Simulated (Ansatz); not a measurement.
Energy needed to pull apart CH₅Si (SMILES C[SiH2]), doublet, into free ground-state atoms, from the structure below (at a frame of a short PBE0-D4/def2-SVP trajectory); no zero-point or spin–orbit terms; open-shell atoms are treated unrestricted, in their ground-state multiplicity.

```csv
atom,x (Å),y (Å),z (Å)
C1,-0.1276,-0.8205,0.0989
Si2,0.1807,1.0465,0.2681
H3,-0.2195,-0.9530,-1.0183
H4,0.7614,-1.2914,0.6171
H5,-1.1187,-1.1033,0.4749
H6,-0.9823,1.8953,-0.2409
H7,1.4795,1.5653,-0.4626
```

Program: Ansatz 0.2.0. Basis: def2-TZVPP. Cores are frozen in the correlated methods; orbitals are unrestricted.

| method | atomization energy (eV) |
| --- | --- |
| PBE-D4 | 22.91 |
| r2SCAN-D4 | 22.93 |
| PBE0-D4 | 22.76 |
| wB97M-V | ? |
| HF | 17.51 |
| MP2 | 22.16 |
| CCSD | ? |
| CCSD(T) | 22.28 |

What does CCSD give? (Judge from chemistry; the value comes from the calculation.)

By the calculation: 22.09 eV, which is about 0.19 eV less than CCSD(T)/def2-TZVPP.

What does wB97M-V give? (An estimate is asked for; the value comes from the calculation.)

By the calculation: 22.76 eV, which is about 0.48 eV more than CCSD(T)/def2-TZVPP.

In triple zeta the MP2 and coupled-cluster atomization energies are still short of their basis limit by a few kcal/mol a bond, whereas those of the functionals are nearly converged, so these differences are not deviations from converged CCSD(T).

The T1 diagnostic stays at or below 0.013. ⟨S²⟩ of the unrestricted Hartree–Fock references: 0.75 (a pure state has 0.75).

For scale, one of the runs: CCSD(T)/def2-TZVPP forces, 143 basis functions, launched by `ansatz run in.yaml --threads 2 --pin off --events-out ev --progress --plain --max-ram 3481MiB`. Hardware: 2 CPU threads of an Intel Xeon, shared host. Wall time 6 min; peak host memory 1.8 GiB.
